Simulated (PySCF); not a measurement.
Compound: CHClF (doublet state).
Bonds: F1–C2, C2–Cl3. Hydrogens: H4 on C2.

As a line formula: `F[CH]Cl` [radical].

Computed, not measured: UKS B3LYP, IGLO-III on C Cl F, pcH-1 on H, non-relativistic, mean-field spin-orbit, GIAO (PySCF). Geometry: PBE0-D3(BJ)/def2-SVP; no solvent, vibrations or thermal averaging.

Problem. Where do the isotropic ENDOR lines of F1, H4 and Cl3 fall at 1215.4 mT, to first order?

Solution. ν± = |νn ± a/2|, one line for each electron-spin manifold; νn = |g_N| × 7.62259 MHz/T × B.

| nuclei | isotope | g_N | νn (MHz) | a_iso (MHz) | lower line (MHz) | upper line (MHz) |
| --- | --- | --- | --- | --- | --- | --- |
| F1 | 19F | 5.2577 | 48.71 | 185.77 | 44.18 | 141.60 |
| H4 | 1H | 5.5857 | 51.75 | 5.21 | 49.14 | 54.35 |
| Cl3 | 35Cl | 0.5479 | 5.08 | 15.95 | 2.90 | 13.05 |

Problem. Which pairs are centred on the nuclear Larmor frequency, and which on half the coupling?

Solution. Centred on νn, since |a| < 2νn: H4. Centred on |a|/2 and split by 2νn: F1 and Cl3.

Main isotope only: 35Cl (natural samples also hold 24 % 37Cl, magnetic too, which adds its own pattern).

The Mulliken spin populations are largest on C2 (+0.88) and Cl3 (+0.10). No atom but C2 exceeds +0.15. The angles at C2 add up to 346.5°, so it is slightly pyramidal.

On one thread, Arm Neoverse N1 (aarch64) (shared host), this took 30 s of wall time (grids of density and orbitals included) and 0.36 GiB of memory at its peak.
